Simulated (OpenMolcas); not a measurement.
**H3S+ (sulfonium) at 6 levels**

We compute a comparison of 6 runs (UHF/STO-3G, PBE/STO-3G, SVWN5/STO-3G, UPBE/STO-3G, r2SCAN/STO-3G, CISD/STO-3G) of H3S+ (sulfonium). 

Program for the calculation: OpenMolcas 26.06.

## Step 1: The structure to begin with

H3S+ has 4 atoms, charge +1, and is taken as a singlet. SMILES: `[SH3+]`. The S1–H3 distance was set to 2.033 Å, away from the relaxed value. At this shape a bond of the SMILES string is far longer than usual.

Bond lengths: S1–H2 1.356 Å, S1–H4 1.355 Å. Angles: H2–S1–H4 93.7°.

## Step 2: The energy at UHF/STO-3G (run 1)

The input, input.xyz:

```xyz
4

S      0.699510     0.367606    -0.731444
H      1.245910     0.749436     0.448856
H     -0.494150    -1.037930     0.125030
H     -0.257610     1.326436    -0.698934
```

The input, run.inp:

```
* H3S Hartree-Fock
>>> EXPORT MOLCAS_PRINT=2
&GATEWAY
BASLIB=$CurrDir
COORD=input.xyz
BASIS=STO-3G
GROUP=NoSym
&SEWARD
&SCF
UHF
CHARGE=1
THRESHOLDS=1e-10 1e-07 1e-07 1e-05
SCRAMBLE=0.25
PRORBITALS=1 1
```

The basis set STO-3G is read from a file made from the Basis Set Exchange's data (not shown).

Launch:

```
$ export MOLCAS_MEM=1860
$ pymolcas run.inp > run.log
```

Standard output:

```text
--- Start Module: gateway ---
[...]
--- Stop Module: gateway /rc=_RC_ALL_IS_WELL_ ---
--- Start Module: seward ---
[...]
      Basis functions           12
--- Stop Module: seward /rc=_RC_ALL_IS_WELL_ ---
--- Start Module: scf ---
[...]
       Convergence after  35 Iterations
[...]
::    Total SCF energy                               -394.5600928607
[...]
      Total spin, S                                     0.4117954476
[...]
      Total electronic charge=   18.000000
      Total            charge=    1.000000
[...]
      Dipole Moment (debye):
      Origin of the operator (angstrom)=    0.6533    0.3657   -0.6719
                   X= -1.3070E+00               Y=  4.8766E-01               Z=  1.9581E+00           Total=  2.4042E+00
      Center of Charge (angstrom)
[...]
--- Stop Module: scf /rc=_RC_ALL_IS_WELL_ ---
[...]
```

It took 2.2 s on 1 thread of Arm Neoverse V1, shared host; peak memory 0.37 GiB.

## Step 3: The energy at PBE/STO-3G (run 2)

input.xyz is that of step 2.

The input, run.inp:

```
* H3S Kohn-Sham DFT
>>> EXPORT MOLCAS_PRINT=2
&GATEWAY
BasLib=$CurrDir
Coord=input.xyz
Basis=STO-3G
Group=NoSym
&SEWARD
GridInput
Grid=UltraFine
End of Grid
&SCF
Charge=1
KSDFT=PBE
Thresholds=1e-10 1e-07 1e-07 1e-05
PrOrbitals=1 1
```

The basis set STO-3G is read from a file made from the Basis Set Exchange's data (not shown).

Launch:

```
$ export MOLCAS_MEM=1860
$ pymolcas run.inp > run.log
```

Standard output:

```text
--- Start Module: gateway ---
[...]
--- Stop Module: gateway /rc=_RC_ALL_IS_WELL_ ---
--- Start Module: seward ---
[...]
      Basis functions           12
--- Stop Module: seward /rc=_RC_ALL_IS_WELL_ ---
--- Start Module: scf ---
[...]
       Convergence after  17 Iterations
[...]
::    Total KS-DFT energy                            -395.0312662156
[...]
      Total spin, S                                     0.0000000000
[...]
      Total electronic charge=   18.000000
      Total            charge=    1.000000
[...]
      Dipole Moment (debye):
      Origin of the operator (angstrom)=    0.6533    0.3657   -0.6719
                   X= -1.8812E+00               Y= -3.3679E-01               Z=  2.2952E+00           Total=  2.9867E+00
      Center of Charge (angstrom)
[...]
--- Stop Module: scf /rc=_RC_ALL_IS_WELL_ ---
[...]
```

Run time: 4.5 s. Hardware: 1 thread of Arm Neoverse V1, shared host; peak memory 0.37 GiB.

Runs 3 to 4 aren't shown in full; the table further down has their settings and results.

## Step 4: A single-point energy at r2SCAN/STO-3G (run 5)

input.xyz is that of step 3.

The input, run.inp:

```
* H3S Kohn-Sham DFT
&GATEWAY
BASLIB=$CurrDir
COORD=input.xyz
BASIS=STO-3G
GROUP=NoSym
&SEWARD
GRIDINPUT
Grid=UltraFine
End of Grid
&SCF
CHARGE=1
KSDFT=2
1.0 MGGA_X_R2SCAN
1.0 MGGA_C_R2SCAN
THRESHOLDS=1e-10 1e-07 1e-07 1e-05
PRORBITALS=1 1
```

The basis set STO-3G is read from a file made from the Basis Set Exchange's data (not shown).

Launch:

```
$ export MOLCAS_MEM=1860
$ pymolcas run.inp > run.log
```

Standard output:

```text
--- Start Module: gateway ---
[...]
--- Stop Module: gateway /rc=_RC_ALL_IS_WELL_ ---
--- Start Module: seward ---
[...]
      Basis functions           12
--- Stop Module: seward /rc=_RC_ALL_IS_WELL_ ---
--- Start Module: scf ---
[...]
       Convergence after  16 Iterations
[...]
::    Total KS-DFT energy                            -395.1971926922
[...]
      Total spin, S                                     0.0000000000
[...]
      Total electronic charge=   18.000000
      Total            charge=    1.000000
[...]
      Dipole Moment (debye):
      Origin of the operator (angstrom)=    0.6533    0.3657   -0.6719
                   X= -1.9208E+00               Y= -3.7451E-01               Z=  2.3281E+00           Total=  3.0413E+00
      Center of Charge (angstrom)
[...]
--- Stop Module: scf /rc=_RC_ALL_IS_WELL_ ---
[...]
```

Wall time 5.1 s (1 thread of Arm Neoverse V1, shared host); peak memory 0.37 GiB.

## Step 5: The energy at CISD/STO-3G (run 6)

input.xyz is that of step 4.

The input, run.inp:

```
* H3S CISD
>>> EXPORT MOLCAS_PRINT=2

&GATEWAY
 BasLib=$CurrDir
 Coord=input.xyz
 Basis=STO-3G
 Group=NoSym

&SEWARD

&SCF
 Charge=1
 Thresholds=1e-10 1e-07 1e-07 1e-05
 PrOrbitals=1 1

&MOTRA
 Frozen=5

&GUGA
 Electrons=8
 Spin=1
 Inactive=4
 Active=0
 CIAll=1

&CPF
 SDCI
```

The basis set STO-3G is read from a file made from the Basis Set Exchange's data (not shown).

Launch:

```
$ export MOLCAS_MEM=1860
$ pymolcas run.inp > run.log
```

Standard output:

```text
--- Start Module: gateway ---
[...]
--- Stop Module: gateway /rc=_RC_ALL_IS_WELL_ ---
[...]
      Basis functions           12
[...]
       Convergence after  13 Iterations
[...]
::    Total SCF energy                               -394.5385719445
[...]
      Total spin, S                                     0.0000000000
[...]
      *** WARNING: Default frozen orbitals is overwritten by user input.
      *** Default values:   5
[...]
--- Start Module: guga ---
[...]
--- Stop Module: guga /rc=_RC_ALL_IS_WELL_ ---
--- Start Module: cpf ---
[...]
      Active orbitals                            0       0
[...]
      Spin quantum number                      0.0
[...]
     FINAL CI ENERGY          -394.63490728
     FINAL CORRELATION ENERGY   -0.09633534  REFERENCE ENERGY    -394.53857194
[...]
     REL. CI ENERGY           -394.63490728
[...]
      Total electronic charge=   18.000000
      Total            charge=    1.000000
[...]
      Dipole Moment (debye):
      Origin of the operator (angstrom)=    0.6533    0.3657   -0.6719
                   X= -1.4725E+00               Y=  1.0436E-01               Z=  1.9819E+00           Total=  2.4713E+00
      Quadrupole Moment (debye*angstrom):
[...]
--- Stop Module: cpf /rc=_RC_ALL_IS_WELL_ ---
[...]
```

It took 1.8 s on 1 thread of Arm Neoverse V1, shared host; peak memory 0.37 GiB.

## Step 6: All runs side by side

```tsv
run	level	scramble	integration grid	energy (Eh)	HOMO energy (eV)	LUMO energy (eV)	HOMO–LUMO gap (eV)	wall time
1	UHF/STO-3G	0.25	–	-394.560093	-19.10	-4.81	14.28	2.2 s
2	PBE/STO-3G	–	UltraFine	-395.031266	-14.59	-9.91	4.68	4.5 s
3	SVWN5/STO-3G	–	UltraFine	-393.781331	-14.34	-9.62	4.73	3.9 s
4	UPBE/STO-3G	0.25	UltraFine	-395.031266	-14.59	-9.91	4.68	6 s
5	r2SCAN/STO-3G	–	UltraFine	-395.197193	-14.87	-9.79	5.08	5.1 s
6	CISD/STO-3G	–	–	-394.634907	-18.21	-4.70	13.52	1.8 s
```

## Step 7: Summary of results

| quantity | value |
| --- | --- |
| run 6: total energy | -394.63491 Eh |
| run 6: HOMO energy (Hartree–Fock orbitals) | -18.21 eV |
| run 6: LUMO energy (Hartree–Fock orbitals) | -4.70 eV |
| run 6: HOMO–LUMO gap (Hartree–Fock orbitals) | 13.52 eV |
| run 6: correlation energy (5 core orbitals frozen) | -96.3 mEh |

Over runs 1, 2, 3, 4, 5 the HOMO–LUMO gap runs from 4.68 eV (PBE/STO-3G) to 14.28 eV (UHF/STO-3G). Totals of different functionals can't be ranked against each other. In runs 1, 2, 3, 4, 5, 6 the basis is minimal, so the values are rough. Spin contamination of the reference: run 1 ⟨S²⟩ = 0.58. All runs together took 24 s, the longest 6 s.
